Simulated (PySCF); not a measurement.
Protons, H atoms and electrons added to or taken from CC=C. Gas-phase values, no solvent. One relaxed conformer stands for each flexible species; it need not be the lowest. Strings in code marks are SMILES.

Computed with PBE0-D4/def2-TZVP (PySCF). 

```tsv
species	highest occupied spin orbital (eV)	dipole moment (D)
neutral parent (`C=CC`)	–	0.42
proton added at C1 (`C[CH+]C`)	–	–
H atom removed from C1 (`[C](/[H])=C/C`)	-6.76	1.07
H atom removed from C2 (`[C](=C)C`)	?	0.94
H atom removed from C3 (`[CH2]C=C` (H–C–C–C torsion 0°))	-5.89	–
```

Q: Some entries are withheld; supply them.

A: 
- H atom removed from C2 (`[C](=C)C`), highest occupied spin orbital (eV): -6.25
